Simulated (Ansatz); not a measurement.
# C3H6OS: rotation by 120° about the C1–O2 bond, part 2 of 2

Wanted: the energy profile along the rotation by 120° about the C1–O2 bond, from relaxed end points and a band of images. SMILES of the start: COC=CS.

Ansatz 0.2.0; RKS PBE0-D4/def2-SVP. The steps go on from the part before.

### 5 Nudged elastic band

crystal.atoms is end A as relaxed above, and neb.final_atoms is end B, turned to lie on A. With 7 inner images the band has 9 in all.

Input file input.yaml:

```yaml
crystal:
  periodic: [false, false, false]
  atoms:
    - { symbol: C, position_ang: [-1.765435, 0.390534, 0.939302] }
    - { symbol: O, position_ang: [-1.054393, 0.015969, -0.211813] }
    - { symbol: C, position_ang: [0.281053, 0.104534, -0.13685] }
    - { symbol: C, position_ang: [1.088559, -0.394153, -1.083576] }
    - { symbol: S, position_ang: [2.814834, -0.044795, -1.049641] }
    - { symbol: H, position_ang: [-2.833415, 0.341093, 0.691762] }
    - { symbol: H, position_ang: [-1.565227, -0.292779, 1.783345] }
    - { symbol: H, position_ang: [-1.521632, 1.422091, 1.250333] }
    - { symbol: H, position_ang: [0.693315, 0.636328, 0.732377] }
    - { symbol: H, position_ang: [0.661266, -0.917756, -1.944326] }
    - { symbol: H, position_ang: [3.266575, -1.317965, -0.950111] }
basis:
  gaussian: { orbitals: def2-SVP }
hamiltonian:
  xc: pbe0
  dispersion: d4
neb:
  order_check: false
  images: 7
  f_tol: 0.05
  max_iterations: 60
  initial_path: idpp
  final_atoms:
    - { symbol: C, position_ang: [-1.74428511, 0.35368782, 0.99659951] }
    - { symbol: O, position_ang: [-1.0167295, -0.34437193, 0.01941585] }
    - { symbol: C, position_ang: [0.23707305, 0.07653911, -0.1982472] }
    - { symbol: C, position_ang: [1.08100434, -0.57077211, -1.01427977] }
    - { symbol: S, position_ang: [2.63791647, 0.1436084, -1.427635] }
    - { symbol: H, position_ang: [-1.83228457, 1.4264984, 0.74902957] }
    - { symbol: H, position_ang: [-2.75015633, -0.08401127, 1.02608406] }
    - { symbol: H, position_ang: [-1.28555002, 0.25449519, 1.99612791] }
    - { symbol: H, position_ang: [0.54439849, 1.00108473, 0.3103723] }
    - { symbol: H, position_ang: [0.75856596, -1.48758077, -1.51727715] }
    - { symbol: H, position_ang: [3.43554723, -0.82607658, -0.91938809] }
```

Started as:

```bash
$ ansatz run input.yaml --threads 2 --pin off --max-ram 3072MiB --backend cpu --events-out ev --progress --plain --runs-dir out
```

What it wrote (excerpt; [...] marks lines left out):

```text
Warning: RAYON_NUM_THREADS=2 ignored (pool sized by the plan → 2); use --threads N
[...]
Functional definition: PBE0
[...]
1144 factors; integrals over basis functions are off by at most 3.5e-4 eV
[...]
mean field -16072.96428499 eV, -590.6705428270 hartree, gradient 3.8e-5 eV, S^2 0.000000; 0 other end points of the search recorded, 0 dependent functions left out
[...]
reference -16072.96431046 eV, -590.6705437629 hartree; 24, 24 occupied and 80, 80 virtual orbitals, 1144 factors
1144 factors; integrals over basis functions are off by at most 8.0e-4 eV
[...]
mean field -16072.96402461 eV, -590.6705332579 hartree, gradient 3.6e-5 eV, S^2 0.000000; 0 other end points of the search recorded, 0 dependent functions left out
[...]
reference -16072.96405019 eV, -590.6705341980 hartree; 24, 24 occupied and 80, 80 virtual orbitals, 1144 factors
[...]
Atom 1 at    -0.986410    -0.365084     0.048345 Å, force     0.003259    -0.007944     0.011646 eV/Å
Atom 2 at     0.243617     0.101728    -0.191600 Å, force    -0.000316    -0.000720    -0.001877 eV/Å
Atom 3 at     1.033628    -0.399753    -1.152310 Å, force     0.003979     0.011916    -0.005948 eV/Å
Atom 4 at     2.561164     0.390484    -1.536878 Å, force     0.000028    -0.001261    -0.001468 eV/Å
Atom 5 at    -2.625654     0.659770     0.750677 Å, force     0.001513    -0.000758    -0.000212 eV/Å
Atom 6 at    -1.997370    -0.635310     1.813617 Å, force    -0.000160     0.001193     0.001005 eV/Å
Atom 7 at    -1.117252     0.917301     1.682504 Å, force    -0.000814     0.001579    -0.000871 eV/Å
Atom 8 at     0.581515     0.940865     0.433262 Å, force     0.001545    -0.005264     0.003753 eV/Å
Atom 9 at     0.683551    -1.228954    -1.774256 Å, force    -0.004613    -0.000958     0.001315 eV/Å
Atom 10 at     3.398707    -0.611745    -1.176614 Å, force     0.000953    -0.000769     0.000676 eV/Å
Dipole moment:    -0.273172    -0.008400     0.461857 e Å
this run last wrote the band of iteration 6 to <dir>
```

It took 2.1 min on 2 threads of Arm Neoverse V1, shared host; peak memory 0.23 GiB.

### 6 Images and barrier

Images 0 and 8 are the ends. Energies count from image 0; the path length is the program's own measure over all atoms.

```
image  path (Å)  energy (eV)  dihedral H8–C1–O2–C3 (°)  band force (eV/Å)
    0     0.000       0.0000                        57                  -
    1     0.372       0.0027                        47              0.019
    2     0.744       0.0146                        33              0.040
    3     1.115       0.0316                        16              0.023
   4*     1.487       0.0393                        -3              0.012
    5     1.923       0.0261                       -25              0.039
    6     2.360       0.0094                       -44              0.035
    7     2.796       0.0028                       -56              0.020
    8     3.233       0.0003                       -63                  -
```

The star marks the climbing image.

image, energy (eV) and a bar:
```
        0      0.000 
        1      0.003 ##
        2      0.015 ###########
        3      0.032 ########################
        4      0.039 ##############################
        5      0.026 ####################
        6      0.009 #######
        7      0.003 ##
        8      0.000
```

The top of the band by iteration:

```
iteration  highest image above image 0 (eV)  largest band force (eV/Å)
        1                            0.1761                      1.222
        2                            0.0489                      0.234
        3                            0.0424                      0.155
        4                            0.0408                      0.077
        5                            0.0397                      0.057
        6                            0.0393                      0.040
```

The band as a trajectory file:

```xyz
11
image=0 dE=0.0000
C    -1.765    0.391    0.939
O    -1.054    0.016   -0.212
C     0.281    0.105   -0.137
C     1.089   -0.394   -1.084
S     2.815   -0.045   -1.050
H    -2.833    0.341    0.692
H    -1.565   -0.293    1.783
H    -1.522    1.422    1.250
H     0.693    0.636    0.732
H     0.661   -0.918   -1.944
H     3.267   -1.318   -0.950
11
image=1 dE=0.0027
C    -1.753    0.325    0.979
O    -1.065    0.001   -0.200
C     0.267    0.146   -0.170
C     1.072   -0.401   -1.092
S     2.772    0.055   -1.158
H    -2.819    0.397    0.729
H    -1.622   -0.452    1.753
H    -1.419    1.294    1.391
H     0.672    0.779    0.633
H     0.650   -1.028   -1.883
H     3.310   -1.172   -0.962
11
image=2 dE=0.0146
C    -1.744    0.271    1.025
O    -1.062   -0.095   -0.146
C     0.256    0.139   -0.185
C     1.060   -0.408   -1.108
S     2.714    0.172   -1.283
H    -2.784    0.495    0.753
H    -1.739   -0.549    1.765
H    -1.297    1.167    1.490
H     0.646    0.850    0.558
H     0.653   -1.113   -1.839
H     3.362   -0.986   -1.010
11
image=3 dE=0.0316
C    -1.731    0.222    1.075
O    -1.034   -0.232   -0.056
C     0.250    0.117   -0.189
C     1.048   -0.406   -1.131
S     2.644    0.287   -1.412
H    -2.719    0.585    0.756
H    -1.872   -0.599    1.798
H    -1.197    1.046    1.578
H     0.620    0.891    0.499
H     0.665   -1.174   -1.810
H     3.392   -0.795   -1.085
11
image=4 dE=0.0393
C    -1.710    0.174    1.124
O    -0.986   -0.365    0.048
C     0.244    0.102   -0.192
C     1.034   -0.400   -1.152
S     2.561    0.390   -1.537
H    -2.626    0.660    0.751
H    -1.997   -0.635    1.814
H    -1.117    0.917    1.683
H     0.582    0.941    0.433
H     0.684   -1.229   -1.774
H     3.399   -0.612   -1.177
11
image=5 dE=0.0261
C    -1.679    0.130    1.168
O    -0.891   -0.516    0.203
C     0.249    0.077   -0.173
C     1.011   -0.391   -1.172
S     2.453    0.487   -1.674
H    -2.479    0.723    0.693
H    -2.141   -0.640    1.802
H    -1.077    0.797    1.809
H     0.544    0.969    0.396
H     0.692   -1.271   -1.739
H     3.383   -0.422   -1.293
11
image=6 dE=0.0094
C    -1.643    0.091    1.212
O    -0.818   -0.599    0.311
C     0.245    0.064   -0.163
C     0.998   -0.401   -1.170
S     2.332    0.562   -1.802
H    -2.312    0.798    0.690
H    -2.258   -0.654    1.733
H    -1.053    0.647    1.961
H     0.486    1.015    0.333
H     0.733   -1.340   -1.665
H     3.354   -0.239   -1.417
11
image=7 dE=0.0028
C    -1.604    0.055    1.264
O    -0.805   -0.620    0.327
C     0.212    0.077   -0.197
C     1.003   -0.416   -1.161
S     2.229    0.601   -1.911
H    -2.166    0.884    0.798
H    -2.321   -0.673    1.665
H    -1.003    0.455    2.099
H     0.376    1.086    0.205
H     0.818   -1.419   -1.557
H     3.326   -0.087   -1.512
11
image=8 dE=0.0003
C    -1.601    0.057    1.265
O    -0.913   -0.534    0.193
C     0.182    0.110   -0.235
C     0.997   -0.401   -1.168
S     2.296    0.580   -1.843
H    -1.938    1.079    1.018
H    -2.482   -0.565    1.467
H    -0.979    0.096    2.177
H     0.376    1.100    0.201
H     0.787   -1.386   -1.596
H     3.340   -0.192   -1.458
```

### 7 Frequencies at the highest image

The geometry is the highest inner image of the first converged band.

Input file input.yaml:

```yaml
crystal:
  periodic: [false, false, false]
  atoms:
    - { symbol: C, position_ang: [-1.709996, 0.173798, 1.124053] }
    - { symbol: O, position_ang: [-0.98641, -0.365084, 0.048345] }
    - { symbol: C, position_ang: [0.243617, 0.101728, -0.1916] }
    - { symbol: C, position_ang: [1.033628, -0.399753, -1.15231] }
    - { symbol: S, position_ang: [2.561164, 0.390484, -1.536878] }
    - { symbol: H, position_ang: [-2.625654, 0.65977, 0.750677] }
    - { symbol: H, position_ang: [-1.99737, -0.63531, 1.813617] }
    - { symbol: H, position_ang: [-1.117252, 0.917301, 1.682504] }
    - { symbol: H, position_ang: [0.581515, 0.940865, 0.433262] }
    - { symbol: H, position_ang: [0.683551, -1.228954, -1.774256] }
    - { symbol: H, position_ang: [3.398707, -0.611745, -1.176614] }
basis:
  gaussian: { orbitals: def2-SVP }
hamiltonian:
  xc: pbe0
  dispersion: d4
phonons: {}
```

Started as:

```bash
$ ansatz run input.yaml --threads 2 --pin off --max-ram 3072MiB --backend cpu --events-out ev --progress --plain --runs-dir out
```

What it wrote (excerpt; [...] marks lines left out):

```text
Warning: RAYON_NUM_THREADS=2 ignored (pool sized by the plan → 2); use --threads N
[...]
Functional definition: PBE0
[...]
1143 factors; integrals over basis functions are off by at most 2.7e-4 eV
[...]
mean field -16072.92537860 eV, -590.6691130435 hartree, gradient 3.5e-5 eV, S^2 0.000000; 0 other end points of the search recorded, 0 dependent functions left out
[...]
reference -16072.92540418 eV, -590.6691139835 hartree; 24, 24 occupied and 80, 80 virtual orbitals, 1143 factors
[...]
1143 factors; integrals over basis functions are off by at most 2.7e-4 eV
mean field -16072.92516345 eV, -590.6691051367 hartree, gradient 1.2e-6 eV, S^2 0.000000; 0 other end points of the search recorded, 0 dependent functions left out
[...]
reference -16072.92518901 eV, -590.6691060762 hartree; 24, 24 occupied and 80, 80 virtual orbitals, 1143 factors
[...]
1143 factors; integrals over basis functions are off by at most 2.7e-4 eV
[...]
WARN: phonons: modes at or below zero, which the zero-point energy, F, S and C_V leave out: 1, the lowest at -138.83 cm⁻¹. A minimum has none, and a first-order saddle one
[...]
Atom 2 at     0.243617     0.101728    -0.191600 Å, force    -0.000422    -0.000609    -0.001805 eV/Å
Atom 3 at     1.033628    -0.399753    -1.152310 Å, force     0.004143     0.011894    -0.006064 eV/Å
Atom 4 at     2.561164     0.390484    -1.536878 Å, force     0.000036    -0.001300    -0.001456 eV/Å
Atom 5 at    -2.625654     0.659770     0.750677 Å, force     0.001508    -0.000767    -0.000194 eV/Å
Atom 6 at    -1.997370    -0.635310     1.813617 Å, force    -0.000166     0.001154     0.000981 eV/Å
Atom 7 at    -1.117252     0.917301     1.682504 Å, force    -0.000773     0.001633    -0.000896 eV/Å
Atom 8 at     0.581515     0.940865     0.433262 Å, force     0.001450    -0.005300     0.003784 eV/Å
Atom 9 at     0.683551    -1.228954    -1.774256 Å, force    -0.004623    -0.000968     0.001312 eV/Å
Atom 10 at     3.398707    -0.611745    -1.176614 Å, force     0.000942    -0.000774     0.000666 eV/Å
Dipole moment:    -0.273170    -0.008398     0.461857 e Å
Vibrations: -138.83 110.08 177.14 187.31 289.56 409.70 485.13 799.09 879.56 946.89 961.19 1056.80 1170.01 1174.88 1235.05 1322.77 1332.19 1457.01 1468.15 1486.85 1735.94 2662.09 3038.86 3139.37 3144.74 3153.44 3207.74 cm⁻¹, zero-point energy 2.295663 eV
```

It took 1.9 min on 2 threads of Arm Neoverse V1, shared host; peak memory 0.23 GiB.

Of 27 modes, 1 is imaginary by more than 30 cm⁻¹ (139i cm⁻¹).

### 8 Results

This closing draws on all 2 parts.

| quantity | value |
| --- | --- |
| end A | 15 moves, 0.591 eV lower |
| end B | 12 moves, 0.633 eV lower |
| barrier forwards | 0.039 eV |
| barrier backwards | 0.039 eV |
| second end relative to first | 0.000 eV |
| highest image | 4 of 0 to 8, climbing |
| band iterations | 6 |
| imaginary modes at the top | 139i cm⁻¹ |

In words: The top lies 0.039 eV above the first end, or 1.5 kT at room temperature. The two ends lie within 1 meV of each other. The listed dihedral goes from 57° at end A through -3° at the highest image to -63° at end B. One imaginary mode, as a first-order saddle point has. Zero-point energy and entropy are left out.
